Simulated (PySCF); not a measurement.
**Working out the ionisation energy of Cl**

Cl [Ne] 3s2 3p5 (2P) → Cl⁺ [Ne] 3s2 3p4 (3P). Calculation: PySCF 2.14, in aug-cc-pVDZ-DK; scalar relativity by spin-free X2C-1e. Frozen: [Ne]. Energies in hartree (1 hartree = 27.21139 eV):

```csv
part,Cl (lower),Cl⁺ (upper)
UHF,-460.880064,-460.446024
CCSD correlation,-0.137141,-0.110478
(T),-0.002287,-0.001510
```

**Question.** What does Hartree-Fock give?

**Answer.** (-460.446024) − (-460.880064) = 0.434040 hartree = 11.811 eV.

**Question.** What do CCSD and CCSD(T) give?

**Answer.** The CCSD correlation energies differ by 0.026663 hartree = 0.726 eV and the triples by 0.000777 hartree = 0.021 eV, so CCSD gives 12.537 eV and CCSD(T) 12.558 eV.

Measured between the centres of the two terms (NIST): 12.974 eV, so CCSD(T) (valence) is off by -0.416 eV.

A double-zeta basis recovers only part of the correlation energy.

What remains against the reference includes basis incompleteness, the frozen core and higher excitations.
